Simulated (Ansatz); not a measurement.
# PN: basis-set convergence

One table from this session's results is given with a row withheld; the runs are named, their logs left out.

Computed with Ansatz 0.2.0, Gaussian basis. Level: one geometry, several basis sets.

Levels to be run: PBE0-D4/def2-SVP; ωB97M-V/def2-SVP; PBE0-D4/def2-QZVPP; ωB97M-V/def2-QZVPP; CCSD(T)/cc-pV(D+d)Z; CCSD(T)/cc-pV(T+d)Z; CCSD(T)/cc-pV(Q+d)Z; the functionals' def2-TZVPP values are taken from earlier runs.

### Structure used throughout

An earlier PBE0-D4 in a triple-zeta def2 set relaxation fixed the geometry.

SMILES `N#P`, 2 atoms, charge 0, spin multiplicity 1.

Atoms are counted from 1 here; the program's logs count them from 0.

Bond lengths: N1–P2 1.479 Å.

As a file:

| atom | x (Å) | y (Å) | z (Å) |
| --- | --- | --- | --- |
| N1 | 0.0000 | 0.0000 | 0.0057 |
| P2 | 0.0000 | 0.0000 | 1.4851 |

Set-up of the first run:

Input file in.yaml:

```yaml
crystal:
  periodic: [false, false, false]
  atoms:
    - {symbol: N, position_ang: [-0.000000, -0.000000, 0.005728]}
    - {symbol: P, position_ang: [0.000000, 0.000000, 1.485138]}
basis:
  gaussian: {orbitals: def2-SVP}
hamiltonian: {xc: pbe0, dispersion: d4}
output: {orbitals: {seedname: orbitals}}
```

Run with:

```
$ ansatz run in.yaml --threads 2 --pin off --events-out ev --progress --plain --max-ram 22528MiB --backend cpu
```

Steps of the session up to this table: PBE0-D4 in def2-SVP; ωB97M-V in def2-SVP; PBE0-D4 in def2-QZVPP; ωB97M-V in def2-QZVPP.

One of the session's tables, all rows but one given; the rest of the session is left out.

```
functional       basis  HOMO (eV)  LUMO (eV)
   PBE0-D4    def2-SVP      -9.15      -2.02
   PBE0-D4  def2-TZVPP      -9.25      -2.31
   PBE0-D4  def2-QZVPP      -9.29      -2.38
   ωB97M-V    def2-SVP          ?          ?
   ωB97M-V  def2-TZVPP     -11.60      -0.04
   ωB97M-V  def2-QZVPP     -11.65      -0.18
```

Q: Estimate the row for ωB97M-V, def2-SVP from the others.

The run gave: HOMO (eV): -11.47; LUMO (eV): 0.38. In the column «HOMO (eV)» it lies between ωB97M-V, def2-TZVPP (-11.60) and PBE0-D4, def2-QZVPP (-9.29).
